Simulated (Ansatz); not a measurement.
```yaml
crystal:
  periodic: [false, false, false]
  atoms:
    - {symbol: N, position_ang: [0.692883, 1.077741, 0.050420]}
    - {symbol: C, position_ang: [0.318776, -0.339548, -0.263300]}
    - {symbol: Cl, position_ang: [1.192172, -1.099834, -1.702591]}
    - {symbol: C, position_ang: [-0.797878, -0.905797, 0.083760]}
    - {symbol: O, position_ang: [-1.483854, -0.167253, 0.967343]}
    - {symbol: H, position_ang: [0.882610, 1.701327, -0.655784]}
    - {symbol: H, position_ang: [1.497320, 1.023042, 0.418779]}
    - {symbol: H, position_ang: [-1.087835, -1.680661, -0.087519]}
    - {symbol: H, position_ang: [-1.112640, 0.655974, 1.315332]}
basis:
  gaussian: {orbitals: aug-cc-pVDZ}
hamiltonian: {xc: {name: wB97M-V}}
relax: {f_tol: 0.001, max_steps: 2}
output: {forces: true}
```

```sh
$ ansatz run in.yaml --threads 2 --pin off --events-out ev --progress --plain --max-ram 4352MiB
```

Shortened log:

```
Functional definition: wB97M-V
1625 factors; integrals over basis functions are off by at most 2.7e-4 eV
646 factors; integrals over basis functions are off by at most 3.4e-7 eV
mean field evaluation 1: about -18187.3954 eV, gradient 5.5e1 eV
mean field evaluation 2: about -18188.3046 eV, gradient 5.3e1 eV
mean field evaluation 4: about -18193.4602 eV, gradient 2.8e0 eV
mean field evaluation 8: about -18193.4847 eV, gradient 7.2e-2 eV
mean field evaluation 16: about -18193.4847 eV, gradient 6.0e-5 eV
mean field -18193.48469638 eV, -668.5982306050 hartree, gradient 6.0e-5 eV, S^2 0.000000; 0 other end points of the search recorded, 0 dependent functions left out
reference -18193.48478974 eV, -668.5982340359 hartree; 24, 24 occupied and 131, 131 virtual orbitals, 1625 factors
relax step   1: F+E_penalty+E_count = -18193.48469638 eV  Δ(F+E_penalty+E_count) = +0.000e0 eV  max|allowed force component| = 1.772e1 eV/Å  Δτ_max = 0.0000 Å  (29 SCF iters, accepted)
1625 factors; integrals over basis functions are off by at most 4.1e-4 eV
646 factors; integrals over basis functions are off by at most 3.5e-7 eV
mean field -18196.44529076 eV, -668.7070304420 hartree, gradient 8.3e-5 eV, S^2 0.000000; 0 other end points of the search recorded, 0 dependent functions left out
reference -18196.44537577 eV, -668.7070335658 hartree; 24, 24 occupied and 131, 131 virtual orbitals, 1625 factors
relax step   2: F+E_penalty+E_count = -18196.44529076 eV  Δ(F+E_penalty+E_count) = -2.961e0 eV  max|allowed force component| = 3.273e0 eV/Å  Δτ_max = 0.1793 Å  (35 SCF iters, accepted)
Error: geometry relaxation did not converge after 2 steps: max|allowed force component| = 3.27e0 eV/Å (threshold 1.0e-3). Raise `relax.max_steps` over both its present limit and 2, loosen `relax.f_tol`, or start from a geometry closer to equilibrium. Where this run's directory can be resumed (`checkpoint.write`), a resume goes on for up to `relax.max_steps` more
```

Something in this input is off. What?

The relaxation is allowed too few steps for its threshold. The calculation stopped without meeting its thresholds.
